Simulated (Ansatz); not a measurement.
Relaxation of C2H7B (10 atoms, charge 0, multiplicity 1), to a largest force component of 0.02 eV/Å in at most 40 steps.

The calculation used RKS PBE0-D4/def2-SVP in Ansatz 0.2.0.

```xyz
10
Properties=species:S:1:pos:R:3
B 0.000 0.000 0.000
H 0.000 0.000 1.190
C 1.386 0.000 -0.800
H 1.715 -1.046 -0.970
H 1.249 0.508 -1.777
H 2.155 0.538 -0.208
C -1.386 0.000 -0.800
H -1.946 -0.930 -0.571
H -1.990 0.880 -0.495
H -1.184 0.051 -1.890
```

Where does it end, and by what steps?

The run converged. The force dipped under the threshold on the way, but the program's further checks kept it going. After 13 steps the energy has fallen by 0.113 eV; H8 moved furthest, 0.29 Å.

| step | energy less start (eV) | largest force component (eV/Å) | accepted |
| --- | --- | --- | --- |
| 0 | 0.0000 | 1.422 | yes |
| 1 | -0.0883 | 0.515 | yes |
| 2 | -0.1056 | 0.178 | yes |
| 3 | -0.1076 | 0.177 | yes |
| 4 | -0.1108 | 0.142 | yes |
| 5 | -0.1123 | 0.021 | yes |
| 6 | -0.1102 | 0.274 | no |
| 7 | -0.1130 | 0.025 | yes |
| 8 | -0.1125 | 0.155 | no |
| 9 | -0.1113 | 0.159 | no |
| 10 | -0.1131 | 0.014 | yes |
| 11 | -0.1134 | 0.043 | yes |
| 12 | -0.1135 | 0.021 | yes |
| 13 | -0.1135 | 0.004 | yes |

```xyz
10
Properties=species:S:1:pos:R:3
B 0.000 -0.086 -0.073
H -0.002 -0.276 1.130
C 1.378 0.092 -0.788
H 1.776 -0.939 -0.892
H 1.329 0.519 -1.801
H 2.125 0.630 -0.185
C -1.376 -0.038 -0.812
H -2.117 -0.749 -0.414
H -1.788 0.967 -0.581
H -1.325 -0.119 -1.908
```

Whether the end is a true minimum wasn't checked by a vibrational analysis.

Run time: 31 s on 1 thread of Arm Neoverse V1, on a shared host, peak memory 0.12 GiB.
